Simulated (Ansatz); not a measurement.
# BH4NSi: how energies converge with the basis set

How large a basis does BH4NSi need? Two functionals are run in growing sets.

Computed with Ansatz 0.2.0, Gaussian basis. Level: one geometry, several basis sets.

Plan: PBE0-D4/def2-SVP; ωB97M-V/def2-SVP; PBE0-D4/def2-QZVPP; ωB97M-V/def2-QZVPP; the functionals' def2-TZVPP values are taken from earlier runs.

## 1. The relaxed structure

All runs share one geometry, relaxed beforehand with PBE0-D4 in a triple-zeta def2 set.

SMILES `B1N[SiH2]1`, 7 atoms, charge 0, spin multiplicity 1.

Atoms are counted from 1 here; the program's logs count them from 0.

Bond lengths: B1–N2 1.377 Å, B1–Si3 1.929 Å, B1–H4 1.188 Å, N2–Si3 1.756 Å, N2–H5 1.009 Å, Si3–H6 1.485 Å, Si3–H7 1.485 Å. Angles: N2–B1–Si3 61.5°, N2–B1–H4 136.4°, Si3–B1–H4 162.0°, B1–N2–Si3 74.9°, B1–N2–H5 137.5°, Si3–N2–H5 147.6°, B1–Si3–N2 43.6°, B1–Si3–H6 125.2°, B1–Si3–H7 125.2°, N2–Si3–H6 115.1°, N2–Si3–H7 115.1°, H6–Si3–H7 109.6°.

## 2. PBE0-D4 in def2-SVP

Input file in.yaml:

```yaml
crystal:
  periodic: [false, false, false]
  atoms:
    - {symbol: B, position_ang: [-0.969556, -0.542007, -0.276497]}
    - {symbol: N, position_ang: [0.011943, 0.233586, -0.852387]}
    - {symbol: Si, position_ang: [0.495361, 0.055668, 0.826435]}
    - {symbol: H, position_ang: [-1.973670, -1.065227, -0.634500]}
    - {symbol: H, position_ang: [0.216656, 0.620375, -1.761158]}
    - {symbol: H, position_ang: [0.516608, 1.316260, 1.611976]}
    - {symbol: H, position_ang: [1.764057, -0.686756, 1.040530]}
basis:
  gaussian: {orbitals: def2-SVP}
hamiltonian: {xc: pbe0, dispersion: d4}
output: {orbitals: {seedname: orbitals}}
```

Started as:

```bash
> ansatz run in.yaml --threads 2 --pin off --events-out ev --progress --plain --max-ram 4352MiB
```

After this run come: ωB97M-V in def2-SVP; PBE0-D4 in def2-QZVPP; ωB97M-V in def2-QZVPP.

**Question.** What will the summary of the whole plan be? Wanted: PBE0-D4: double and triple zeta above quadruple; ωB97M-V: double and triple zeta above quadruple.

**Answer**, as computed:

| quantity | value |
| --- | --- |
| PBE0-D4: double and triple zeta above quadruple | 5.69, 0.41 eV |
| ωB97M-V: double and triple zeta above quadruple | 5.77, 0.37 eV |

What this shows: For PBE0-D4 the step from double to triple zeta gains 5.28 eV and the next only 0.41 eV. Total energies overstate the basis error of differences, where much of it tends to cancel. The LUMO of ωB97M-V is positive and keeps falling with the basis (2.08 to 1.23 eV): an unbound level that the basis holds in place.
